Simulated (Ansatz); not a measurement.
`[SH][Mg][Cl]` + H₂O → `[OH][Mg][SH]` + HCl at 700 K and 1 bar (formal hydrolysis of a Mg–Cl bond).

Program: Ansatz. Geometries: PBE0-D4/def2-TZVP. ΔE: electronic, gas phase. CCSD(T)/CBS is the MP2 limit (def2-TZVPP, def2-QZVPP) plus CCSD(T) − MP2 in def2-TZVPP, frozen cores. This one scheme is used for every species. For Mg outer-core shells are correlated without core-valence functions, which leaves a few kJ/mol of doubt a bond. One conformer a species, not always the lowest.

| species | CCSD(T)/CBS energy (Eh) | H − E (kJ/mol) | S (J/(mol·K)) |
| --- | --- | --- | --- |
| `[SH][Mg][Cl]` | -1058.17129 | 70.2 | 363.1 |
| H₂O | -76.37941 | 80.5 | 218.4 |
| `[OH][Mg][SH]` | -674.13867 | 107.0 | 391.8 |
| HCl | -460.38127 | 38.4 | 211.8 |

H − E and S are ideal-gas, rigid-rotor, harmonic terms from PBE0-D4/def2-TZVP, for one conformer and one mirror image of each species. 1 Eh = 2625.50 kJ/mol, R = 8.31446 J/(mol·K).

Task: By hand: ΔE, ΔH, ΔS and ΔG.

Result: ΔE = (-674.13867) + (-460.38127) − (-1058.17129) − (-76.37941) = 0.03076 Eh = 80.8 kJ/mol. Δ(H − E) = 107.0 + 38.4 − 70.2 − 80.5 = -5.3, so ΔH = 75.5 kJ/mol. ΔS = 391.8 + 211.8 − 363.1 − 218.4 = 22.1 J/(mol·K). ΔG = 75.5 − 700 × (22.1)/1000 = 60.0 kJ/mol.

Task: By hand: the equilibrium constant, and the temperature at which ΔG would vanish if ΔH and ΔS stayed fixed.

Result: log₁₀ K = −ΔG/(RT ln 10) = -4.5. ΔG = 0 at ΔH/ΔS = 3416 K, far beyond where these terms or the molecules hold.

ΔH outweighs TΔS. A doubt of 5 kJ/mol in ΔE shifts log₁₀ K by 0.4 here. Other conformers and mirror images would add mixing entropy, several J/(mol·K) or more a flexible species. These are equilibria of isolated gas molecules and say nothing of rates. Largest T1 diagnostic: 0.010 (customary marks: 0.02 for closed shells, 0.045 for open ones).
